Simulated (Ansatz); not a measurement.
NaSbP₂S₆ (P2₁, No. 4; cell taken from a computed entry), treated with LDA (plane waves, PAW; Ansatz, an electronic-structure program).

Run with plane-wave cutoff 520 eV, 6×6×4 k mesh (along the axes of the cell as run), Fermi–Dirac smearing 0.01 eV, scalar-relativistic PAW data made under PBE.

Cell (relaxed with PBEsol):

```cif
data_Na2P4S12Sb2
_chemical_formula_sum 'Na2 Sb2 P4 S12'
_space_group_name_H-M_alt 'P 1'
_space_group_IT_number 1
_cell_length_a 6.45539
_cell_length_b 7.38011
_cell_length_c 9.26538
_cell_angle_alpha 90.000
_cell_angle_beta 92.137
_cell_angle_gamma 90.000
loop_
_space_group_symop_operation_xyz
  'x, y, z'
loop_
_atom_site_label
_atom_site_type_symbol
_atom_site_fract_x
_atom_site_fract_y
_atom_site_fract_z
_atom_site_occupancy
Na1 Na 0.69470 0.54879 0.50199 1
Na2 Na 0.30530 0.04879 0.49801 1
Sb1 Sb 0.80552 0.26819 0.98441 1
Sb2 Sb 0.19448 0.76819 0.01559 1
P1 P 0.68598 0.82845 0.81917 1
P2 P 0.31402 0.32845 0.18083 1
P3 P 0.81305 0.04735 0.68277 1
P4 P 0.18695 0.54735 0.31723 1
S1 S 0.64827 0.94786 0.01936 1
S2 S 0.35173 0.44786 0.98064 1
S3 S 0.06668 0.12576 0.81071 1
S4 S 0.93332 0.62576 0.18929 1
S5 S 0.86819 0.94298 0.49230 1
S6 S 0.13181 0.44298 0.50770 1
S7 S 0.59863 0.24617 0.70266 1
S8 S 0.40137 0.74617 0.29734 1
S9 S 0.91269 0.63230 0.82351 1
S10 S 0.08731 0.13230 0.17649 1
S11 S 0.41922 0.73884 0.72709 1
S12 S 0.58078 0.23884 0.27291 1
```

### Question
Give the computed band gap, smallest direct gap on the k points sampled and Γ–Γ gap.

### Answer

- band gap: 1.95 eV
- smallest direct gap on the k points sampled: 2.03 eV
- Γ–Γ gap: 2.20 eV

Note: cell and atoms aren't relaxed at this level (largest force component 0.11 eV/Å, pressure -1.7 GPa).

Spin–orbit coupling is not included.

Computed values are for the static lattice.

Computing time: very roughly 29 core-minutes.
